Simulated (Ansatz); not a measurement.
System: fcc Pd. Method: LDA in Ansatz (plane waves, PAW).

A relaxed, unreconstructed slab of the (110) face has 12 atoms, two equal faces of 10.436 Å² each and an energy of -82132.1202 eV. A bulk cell of 2 atoms with the same orientation and in-plane k mesh has -13689.1763 eV. Energies are extrapolated to zero smearing.

Run with plane-wave cutoff 500 eV, 14×20×1 k mesh (along the axes of the cell as run), Fermi–Dirac smearing 0.1 eV, scalar-relativistic PAW data made under PBE.

Worked out: γ = (E_slab − N E_bulk per atom)/2A = [-82132.1202 − 12 × (-13689.1763/2)]/(2 × 10.436) = 0.1407 eV/Å². With 16.022 J/m² per eV/Å² this is 2.25 J/m², or 1.47 eV per surface cell and face.

Ansatz is a first-principles code.
